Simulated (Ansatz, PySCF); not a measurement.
Reaction (SMILES): CO (CH4O) [methanol] + H+ -> C[OH2+]
Geometries: B3LYP-D3(BJ)/def2-TZVP minima from Ansatz (an electronic-structure program).
Geometry of the first species:
SMILES: CO
```xyz
6

C     -0.0525     0.6636    -0.0008
O     -0.0399    -0.7570     0.0018
H     -1.0978     0.9691     0.0075
H      0.8740    -1.0577    -0.0054
H      0.4365     1.0833     0.8854
H      0.4213     1.0799    -0.8968
```

Property: proton affinity (enthalpy at 298 K, with B3LYP-D3(BJ) rigid-rotor harmonic-oscillator terms from PySCF), positive where the reaction releases energy, in eV. Correlated levels leave the core frozen unless marked. Spin-orbit coupling is left out. Non-relativistic. Basis-set limits of correlation are two-point, X^-3; Hartree-Fock from the larger set. The bracket is a focal-point correction in the basis named.

RI-MP2/CBS(cc-pVTZ,cc-pVQZ)+[CCSD(T)-MP2]/cc-pVTZ (Ansatz) gives 7.83 eV.

Task: Another calculation gave 7.81 eV. Which level was it?
A) HF/def2-TZVPD (PySCF)
B) MN15/def2-TZVPD (PySCF)
C) SVWN5/def2-TZVPD (Ansatz)

Result: B, MN15/def2-TZVPD (PySCF). The others give 8.01 (HF), 7.50 (SVWN5) eV.
